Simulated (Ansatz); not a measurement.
## Ansatz (development build ahead of 0.2.0) run

```yaml
crystal:
  periodic: [false, false, false]
  atoms:
    - { symbol: C, position_ang: [-0.01255, -0.3799, -0.05393] }
    - { symbol: O, position_ang: [-0.00303, -0.37363, 1.05192] }
    - { symbol: O, position_ang: [-0.01536, 0.65847, -0.94791] }
    - { symbol: H, position_ang: [-0.01999, -1.29387, -0.68475] }
    - { symbol: H, position_ang: [-0.03995, 1.415, -0.34512] }
basis:
  gaussian: { orbitals: aug-cc-pVDZ }
hamiltonian:
  xc: hf
correlation:
  method: mp2
  frozen_orbitals: { C: 1, H: 0, O: 1 }
```

The input is written out in the form of the current development build from the run's settings.

Results

| Item | Value |
| --- | --- |
| Converged | yes |
| Reference energy | -188.78142 hartree |
| Correlation energy | -0.52072 hartree |
| Total energy | -189.30214 hartree |
| Spin squared of the determinant | 0.000 |
